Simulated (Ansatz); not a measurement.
Rock-salt EuN, treated with HSE06 in Ansatz (plane waves, PAW).

Settings: plane-wave cutoff 460 eV, 10×10×10 k mesh, Fermi–Dirac smearing 0.01 eV, spin-polarised with parallel moments, scalar-relativistic PAW data made under PBE.

Computed at the level's own relaxed cell.

What does this level give for the equilibrium volume per atom, bulk modulus, lattice parameter a and pressure derivative B′ of the bulk modulus?


- equilibrium volume per atom: 16.43 Å³/atom
- bulk modulus: 107 GPa
- lattice parameter a: 5.085 Å
- pressure derivative B′ of the bulk modulus: 4.9

The run finds no gap.

Note: the magnetic order was assumed, not searched for or taken from measurement; the state of the 4f shell is in doubt.

Spin–orbit coupling is not included; it can open a gap where bands touch, and shift volumes and moduli.

Cost on a shared machine: very roughly 50 core-minutes.

Ansatz is a first-principles code.
